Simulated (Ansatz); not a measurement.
The same path of C3H8S2 (13 atoms, charge 0, multiplicity 1) was run twice with different band settings. Lost on the way: C1–H8. Made: S2–H8.

These are results of RKS B3LYP-D4/def2-SVP (Ansatz), not measurements.

Relaxed end points:

```xyz
13
Properties=species:S:1:pos:R:3
C -1.626 0.644 1.101
S -0.038 1.385 0.590
C 0.465 0.251 -0.768
C 0.626 -1.202 -0.340
S 1.986 0.940 -1.527
H -2.069 1.342 1.827
H -1.498 -0.335 1.588
H -2.314 0.547 0.245
H -0.282 0.333 -1.575
H 0.954 -1.817 -1.192
H 1.374 -1.288 0.465
H -0.325 -1.614 0.034
H 2.768 0.779 -0.432
```

```xyz
13
Properties=species:S:1:pos:R:3
C -1.779 0.465 1.395
S -0.311 0.974 0.859
C 0.315 0.095 -0.744
C 0.702 -1.326 -0.393
S 1.597 1.120 -1.523
H -2.670 0.458 0.766
H -1.778 0.015 2.387
H -0.425 2.154 0.146
H -0.539 0.124 -1.439
H 0.919 -1.914 -1.297
H 1.592 -1.347 0.257
H -0.128 -1.808 0.150
H 2.526 0.955 -0.550
```

Common settings: movable images 5; climbing image yes; spring 5.0 eV/Å²; optimiser quadratic models (default); start path through a guess of the saddle point; iteration limit 60; end points relaxed.

| run | force threshold |
| --- | --- |
| 1 | 0.05 eV/Å |
| 2 | 0.2 eV/Å |

What does each run give, and how far can it be trusted?

Run 1: converged after 24 iterations, highest image 3.968 eV above the first end. Neighbouring images differ by up to 2.5 eV, so the band resolves the path poorly. A vibrational analysis at the climbing image gives one clearly imaginary mode, 1241i cm⁻¹: a first-order saddle point.
Run 2: converged after 14 iterations, highest image 3.971 eV above the first end. The threshold of 0.2 eV/Å is loose, so the images may lie well off the minimum-energy path. Neighbouring images differ by up to 3.1 eV, so the band resolves the path poorly. Another band between the same ends (5 images) ends at a top of the same energy, where a vibrational analysis finds 1 clearly imaginary mode.
The orbitals stay closed-shell, which can raise the energy where a bond breaks towards radicals; this wasn't checked here.
